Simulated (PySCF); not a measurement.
Species: `O=C1CCCN1` (2-pyrrolidinone). The columns A, B, C and D hold Mulliken, IAO, Hirshfeld and ESP-fitted charges (e) of one PBE0/pcSseg-1 density (PySCF), in a shuffled order. Coordinates in Å (GFN2-xTB); the density's dipole moment is (2.88, -3.03, -0.25) D.

```csv
atom,x,y,z,A,B,C,D
O1,-1.347,2.184,0.241,-0.423,-0.582,-0.501,-0.315
C2,-0.687,1.178,0.146,+0.435,+0.595,+0.434,+0.166
C3,-1.180,-0.263,0.211,-0.274,-0.190,-0.323,-0.077
C4,-0.005,-1.084,-0.319,-0.258,-0.086,-0.266,-0.067
C5,1.216,-0.199,-0.036,+0.030,+0.026,-0.153,-0.016
N6,0.651,1.128,-0.029,-0.509,-0.467,-0.354,-0.109
H7,-1.401,-0.492,1.255,+0.149,+0.090,+0.158,+0.051
H8,-2.094,-0.388,-0.365,+0.150,+0.082,+0.164,+0.054
H9,0.079,-2.060,0.156,+0.129,+0.049,+0.145,+0.046
H10,-0.111,-1.231,-1.394,+0.133,+0.063,+0.143,+0.043
H11,1.988,-0.293,-0.803,+0.127,+0.054,+0.144,+0.046
H12,1.665,-0.437,0.938,+0.122,+0.055,+0.128,+0.037
H13,1.222,1.957,-0.017,+0.188,+0.310,+0.280,+0.141
```

Task: Which column most likely holds the ESP-fitted charges?

Result: B. Σ q r misses the density's dipole by 0.08 D (B), 0.55 D (C), 1.06 D (D), 1.56 D (A). Charges fitted to the outside potential are the only set here that is tied to the molecule's multipoles.

Task: And the Hirshfeld charges?

Result: D. The mean sizes are 0.090 e (D), 0.204 e (B), 0.225 e (A), 0.246 e (C), and Hirshfeld charges are commonly the smallest of these schemes.

As computed, A = Mulliken, B = ESP-fitted, C = IAO, D = Hirshfeld. Hydrogens on carbon: Mulliken +0.12 to +0.15, ESP-fitted +0.05 to +0.09, IAO +0.13 to +0.16, Hirshfeld +0.04 to +0.05 e.

The IAO scheme counts the electrons in orthogonalised intrinsic atomic orbitals, a minimal basis polarised so that it spans the occupied orbitals exactly. The Mulliken scheme gives each basis function's population to the atom it is centred on and halves the overlap population of two atoms between them.

The structure is a single GFN2-xTB conformer in the gas phase; no vibrational or solvent corrections.

These values come from a run that also computed NMR shieldings. Hardware: one thread, Arm Neoverse V1, shared host. Cost: 13 s of wall time.
